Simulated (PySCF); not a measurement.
1,3-propanediol, C3H8O2, SMILES OCCCO, point group C1.

Level: B3LYP/pcSseg-1 in PySCF (density fitting, grid level 2); geometry and Hessian at that level, cubic constants and property derivatives from steps of ±0.6 along each species' dimensionless normal coordinates, second-order vibrational perturbation theory. The parent has the commonest isotopes.

Equilibrium geometry (Å):

```csv
atom,x,y,z
O1,1.8217,-0.1482,0.7990
C2,1.2298,0.6060,-0.2443
C3,0.0318,-0.0956,-0.8896
C4,-1.1989,-0.1487,0.0037
O5,-0.8530,-0.8394,1.2135
H6,1.0909,-0.4682,1.3547
H7,0.9191,1.6060,0.1115
H8,2.0130,0.7648,-0.9940
H9,0.3268,-1.1159,-1.1661
H10,-0.2451,0.4256,-1.8165
H11,-2.0215,-0.6690,-0.5091
H12,-1.5368,0.8741,0.2351
H13,-1.5952,-0.7897,1.8312
```

(1) Give the equilibrium and ground-state rotational constants (MHz) of parent; ²H at 6.

(2) How is the parent's vibrational correction B0 − Be made up?

(3) And its quartic centrifugal distortion constants from the harmonic force field?

A mode lies under 250 cm⁻¹, where this perturbation treatment is rough. Internal rotors are held in one well.

## Answers

(1) 
| species | Ae | Be | Ce | A0 | B0 | C0 | Δ0 (u Å²) | harmonic ZPE (cm⁻¹) |
| --- | --- | --- | --- | --- | --- | --- | --- | --- |
| parent | 7657.5 | 3942.2 | 2869.9 | 7600.9 | 3878.6 | 2830.2 | -18.225 | 25021 |
| ²H at 6 | 7462.6 | 3929.2 | 2835.4 | 7404.1 | 3871.3 | 2799 | -18.243 | 24256 |

Δ0 = Ic − Ia − Ib from the ground-state constants.

(2) 
```
axis  harmonic  Coriolis  cubic  total (MHz)
   a      12.2     -18.7    -50        -56.5
   b      7.26        -5  -65.9        -63.7
   c      2.15     -1.55  -40.3        -39.7
```

(3) Asymmetric top, A reduction, Ir representation: ΔJ = 2.07 kHz, ΔJK = -0.169 kHz, ΔK = 2.17 kHz, δJ = 0.654 kHz, δK = 3.35 kHz.
